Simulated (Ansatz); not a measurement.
**fcc Ag**

Calculation: PBEsol (PAW; Ansatz, an electronic-structure program).

Numerical settings: plane-wave cutoff 500 eV, 20×20×1 k mesh (along the axes of the cell as run), Fermi–Dirac smearing 0.1 eV, scalar-relativistic PAW data made under PBE.

Cell: relaxed at this level.

| Property | Value |
|---|---|
| surface energy of the (311) face | 1.19 J/m² |
| work function of the (311) face | 4.32 eV |

The slab of 11 atoms is relaxed and unreconstructed.

Static lattice: no zero-point or thermal effects.
